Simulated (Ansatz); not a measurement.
Relaxing TlOs2

All numbers below come from DFT PBE, scalar-relativistic, plane waves, PAW in Ansatz. Cutoff 420 eV, Γ-centred k mesh, Gaussian smearing, no spin polarisation in the final step.

TlOs2 was placed on the 2H molybdenite structure type (P6_3/mmc, No. 194), with Tl in place of Mo, Os in place of S, at a guessed volume.

```
Tl Os
1.0
     3.14389    0.00000    0.00000
    -1.57194    2.72269    0.00000
     0.00000    0.00000   12.22843
Tl Os
2 4
Direct
  0.33333 0.66667 0.25000
  0.66667 0.33333 0.75000
  0.33333 0.66667 0.62750
  0.66667 0.33333 0.12750
  0.33333 0.66667 0.87250
  0.66667 0.33333 0.37250
```

Cell and atoms relax at zero pressure; the relaxation can't lower the symmetry of the start. After a coarse first stage the cell is made exact in the group found at 0.06 Å.

Energies over the elements count from the elements' standard structures at the same level, with no empirical corrections.

Task: What does it relax into?

Result: It keeps P6_3/mmc (No. 194), but not the shape of the type it started on. Conventional cell: a = 2.905 Å, c = 14.115 Å. Tl is coordinated by 6 Tl at 2.90 Å and 6 Os at 3.04 Å; Os is coordinated by 3 Os at 2.61 Å, 6 Os at 2.90 Å and 3 Tl at 3.04 Å.

```cif
data_structure
_symmetry_space_group_name_H-M 'P6_3/mmc'
_symmetry_Int_Tables_number 194
_cell_length_a 2.9050
_cell_length_b 2.9050
_cell_length_c 14.1155
_cell_angle_alpha 90.000
_cell_angle_beta 90.000
_cell_angle_gamma 120.000
_cell_volume 103.16
loop_
_atom_site_label
_atom_site_type_symbol
_atom_site_symmetry_multiplicity
_atom_site_Wyckoff_symbol
_atom_site_fract_x
_atom_site_fract_y
_atom_site_fract_z
_atom_site_occupancy
Tl1 Tl 2 c 0.33333 0.66667 0.25000 1
Os1 Os 4 f 0.33333 0.66667 0.57068 1
```

Task: What are its volume, energy, density and gap?

Result: The volume per atom is 17.19 Å³ and the density is 18.83 g/cm³. The energy over the elements is 0.86 eV/atom and the gap on the 12×12×4 mesh is 0 eV (a metal).

The final run used a 12×12×4 mesh on its 6-atom cell and 0.10 eV smearing. For metals, differences of a few meV/atom aren't resolved. Spin–orbit coupling is left out. Symmetry constrained the relaxation, so the result can be a saddle point.

Cost: 3 runs of about 4.4 core-minutes in all, on Arm Neoverse N1 (shared hosts).